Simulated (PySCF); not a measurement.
**CO and its ions**

RHF-CCSD(T); PySCF, no relativity, basis sets C cc-pVTZ, O cc-pVTZ. Neutral (RHF): singlet (closed shell), Re = 1.136 Å, ωe = 2154 cm⁻¹, De = 10.91 eV.

CO⁺ (ROHF): doublet (σ ↑), Re = 1.123 Å, ωe = 2191 cm⁻¹, De = 8.20 eV to C⁺ + O. The energies at the minima are -113.15558 hartree for CO and -112.64553 for CO⁺.

(1) Work out the adiabatic ionisation energy, without and with harmonic zero-point energies (1 hartree = 27.2114 eV, 1 eV = 8065.5 cm⁻¹), and the change of the bond length.

Correlated steps freeze 2 core orbitals. For an ion De counts to the pair picked by the measured ionisation energies or electron affinities, which need not be the lowest pair at this level. Where the molecule has an RHF reference, its open-shell atoms are computed with UHF. States were picked by a PBE0 search and need not be the measured ground states.

Answers

(1) At CCSD(T): 0.51005 hartree = 13.879 eV between the minima; the zero-point term (2191.0 − 2154.0)/2 cm⁻¹ = +0.002 eV makes it 13.881 eV. Re changes by -1.3 pm against the neutral. The electron leaves a σ orbital, and the shorter bond of the ion fits an antibonding orbital, or a change in how ionic the bond is.
